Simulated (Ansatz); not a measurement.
in.yaml

```yaml
crystal:
  periodic: [false, false, false]
  atoms:
    - {symbol: Al, position_ang: [0.000000, 0.000000, 0.726033]}
    - {symbol: Ga, position_ang: [0.000000, 0.000000, -3.033967]}
    - {symbol: H, position_ang: [0.000000, 0.000000, 2.307933]}
basis:
  gaussian: {orbitals: 6-31G}
magnetization: {spin_polarized: false, initial_magnetization: 3}
correlation: {method: ccsdt_q, electrons: outside_noble_gas}
```

```sh
$ ansatz run in.yaml --threads 1 --pin off --events-out ev --progress --plain --max-ram 2393MiB
```

Q: Roughly how long does this take on 1 thread of Arm Neoverse V2, shared host, and how much host memory?

A: 22 s wall and 0.19 GiB.

```
714 factors; integrals over basis functions are off by at most 1.6e-7 eV
mean field evaluation 1: about -58919.0711 eV, gradient 4.7e0 eV
mean field evaluation 2: about -58919.0919 eV, gradient 4.8e0 eV
mean field evaluation 4: about -58919.6825 eV, gradient 1.1e0 eV
mean field evaluation 8: about -58919.7279 eV, gradient 1.3e-1 eV
mean field evaluation 16: about -58919.7283 eV, gradient 6.0e-4 eV
mean field evaluation 32: about -58919.6840 eV, gradient 1.2e0 eV
mean field evaluation 64: about -58920.3344 eV, gradient 2.1e-1 eV
mean field evaluation 96: about -58920.3347 eV, gradient 2.2e-6 eV
mean field evaluation 128: about -58920.0324 eV, gradient 5.0e-1 eV
mean field evaluation 160: about -58920.3340 eV, gradient 1.6e-1 eV
...
cycle  16  -2.46321282 eV  change   -1.1e-5 eV  update   1.4e-5
cycle  17  -2.46321139 eV  change    1.4e-6 eV  update   8.6e-6
cycle  18  -2.46320849 eV  change    2.9e-6 eV  update   5.5e-6
cycle  19  -2.46320812 eV  change    3.6e-7 eV  update   3.5e-6
cycle  20  -2.46320814 eV  change   -2.1e-8 eV  update   2.4e-6
cycle  21  -2.46320934 eV  change   -1.2e-6 eV  update   1.5e-6
cycle  22  -2.46320875 eV  change    5.9e-7 eV  update   9.7e-7
cycle  23  -2.46320807 eV  change    6.8e-7 eV  update   4.9e-7
cycle  24  -2.46320751 eV  change    5.6e-7 eV  update   2.4e-7
cycle  25  -2.46320754 eV  change   -3.1e-8 eV  update   1.2e-7
perturbative correction -0.00732816 eV, -0.0002693051 hartree
WARN: these amplitudes may be one of several solutions (largest doubles amplitude 0.44, level shift 1.12 eV)
Total energy: -58922.19882601 eV, -2165.3508679549 hartree
```

For the same geometry and basis full CI lies 1.2 meV lower.
